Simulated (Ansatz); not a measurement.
Reaction (SMILES): F atom → [F-] (an electron is taken up)
B3LYP-D3(BJ)/def2-TZVP geometries, fixed; electronic energies without zero-point terms; positive where energy is released.

Basis-set convergence of the adiabatic electron affinity at PBE with Ansatz (an electronic-structure program). All functions are spherical. The program fits the integrals of some runs and decomposes those of others, by size. Open shells are unrestricted. No added dispersion term, no relativity. Functions are those of the species that has most. Reference: the value in aug-cc-pV5Z, 3.660 eV, itself unsure by roughly 0.010 eV (its mean distance from aug-pcseg-3, aug-cc-pVQZ, def2-QZVPPD). Deviations are taken from unrounded values.

| basis | functions | adiabatic electron affinity (eV) | minus reference (eV) |
|---|---|---|---|
| 3-21G | 9 | -0.938 | -4.599 |
| pcseg-0 | 9 | 0.183 | -3.478 |
| cc-pVTZ | 30 | 2.353 | -1.308 |
| 6-311++G(3df,3pd) | 39 | 3.545 | -0.116 |
| def2-TZVPPD | 40 | 3.668 | 0.007 |
| aug-cc-pVTZ | 46 | 3.653 | -0.008 |
| aug-cc-pVQZ | 80 | 3.654 | -0.006 |
| aug-pcseg-3 | 85 | 3.675 | 0.014 |
| cc-pV5Z | 91 | 3.328 | -0.332 |
